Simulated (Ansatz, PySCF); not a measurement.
Molecule: cyanoethylene, C3H3N (charge 0, singlet). 
Geometry from a B3LYP-D3(BJ)/def2-TZVP (Ansatz, a program for electronic structure) optimisation:
SMILES: C=CC#N
```xyz
7

C     -0.1624    -1.6316     0.0047
C      0.5687    -0.5193    -0.0022
C     -0.0050     0.7858    -0.0018
H     -1.2435    -1.6002     0.0112
H      0.3125    -2.6029     0.0041
H      1.6516    -0.5573    -0.0087
N     -0.4469     1.8501    -0.0016
```

Total electronic energies in hartree. Correlated levels leave the core frozen unless marked. Spin-orbit coupling is left out. Non-relativistic. CBS marks a two-point X^-3 extrapolation of the correlation energy; Hartree-Fock from the larger set. The bracket is a focal-point correction in the basis named.

The Hartree-Fock reference is unstable (checked in the largest basis), which strains HF and MP2. 

```json
[
 {"level": "HF-D3(BJ)/def2-TZVPD", "program": "PySCF + dftd3", "energy (Eh)": "-169.86977"},
 {"level": "revPBE/def2-TZVPD", "program": "Ansatz", "energy (Eh)": "-170.85257"},
 {"level": "B3LYP-D3(BJ)/def2-TZVPD", "program": "Ansatz + dftd3", "energy (Eh)": "-170.90955"},
 {"level": "PBE0-D3(BJ)/def2-TZVP", "program": "Ansatz + dftd3", "energy (Eh)": "-170.68810"},
 {"level": "BHLYP-D4/def2-TZVPD", "program": "Ansatz + dftd4", "energy (Eh)": "-170.79552"},
 {"level": "r2SCAN0-D4/def2-TZVPD", "program": "Ansatz + dftd4", "energy (Eh)": "-170.76739"},
 {"level": "CAM-B3LYP-D4/def2-TZVPD", "program": "Ansatz + dftd4", "energy (Eh)": "-170.80862"},
 {"level": "MP2/cc-pVDZ", "program": "Ansatz", "energy (Eh)": "-170.32034"},
 {"level": "CCSD/cc-pVDZ", "program": "Ansatz", "energy (Eh)": "-170.34685"},
 {"level": "CCSD/aug-cc-pVTZ", "program": "Ansatz", "energy (Eh)": "-170.50816"},
 {"level": "CCSD/cc-pVTZ", "program": "Ansatz", "energy (Eh)": "-170.49839"},
 {"level": "CCSD/cc-pVQZ", "program": "Ansatz", "energy (Eh)": "-170.54348"},
 {"level": "CCSD(T)/cc-pwCVTZ", "program": "Ansatz", "energy (Eh)": "-170.54392"},
 {"level": "RI-MP2/CBS(cc-pVTZ,cc-pVQZ)+[CCSD(T)-MP2]/cc-pVTZ", "program": "Ansatz", "energy (Eh)": "-170.6160"},
 {"level": "CCSD(T)/CBS(cc-pVTZ,cc-pVQZ)", "program": "Ansatz", "energy (Eh)": "-170.6078"}
]
```

Totals of different functionals don't rank their quality; only differences between species are comparable.
